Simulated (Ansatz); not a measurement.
Relaxation of BClFH (4 atoms, charge 0, multiplicity 1), to a largest force component of 0.03 eV/Å in at most 50 steps.

Method: Ansatz, RKS PBE0-D4/6-31G*.

```xyz
4
Properties=species:S:1:pos:R:3:forces:R:3
B -0.851 0.000 0.087 -0.21 0.00 0.04
H 1.161 0.000 1.371 0.77 0.00 -0.81
Cl 2.189 0.000 0.525 -0.57 0.00 0.78
F -1.075 0.000 -1.161 0.00 0.00 -0.01
```

Question: Where does it end, and by what steps?

Answer: The forces met the threshold. After 11 steps the energy has fallen by 0.223 eV; Cl3 moved furthest, 0.80 Å.

```
step  energy less start (eV)  largest force component (eV/Å)  accepted
   0                  0.0000                           0.806       yes
   1                 -0.0337                           1.114       yes
   2                 -0.0742                           0.344       yes
   3                 -0.0824                           1.955       yes
   4                 -0.0770                           2.294        no
   5                 -0.1591                           0.376       yes
   6                 -0.1861                           0.209       yes
   7                 -0.2112                           0.078       yes
   8                 -0.2204                           0.072       yes
   9                 -0.0881                           2.936        no
  10                 -0.2224                           0.084       yes
  11                 -0.2228                           0.002       yes
```

```xyz
4
Properties=species:S:1:pos:R:3
B -0.588 0.000 -0.276
H 1.269 0.000 0.689
Cl 2.440 0.000 1.284
F -1.698 0.000 -0.876
```

Whether the end is a true minimum wasn't checked by a vibrational analysis.

The run took 15 s on 1 thread of Arm Neoverse V1 (shared host), peak memory 0.12 GiB.
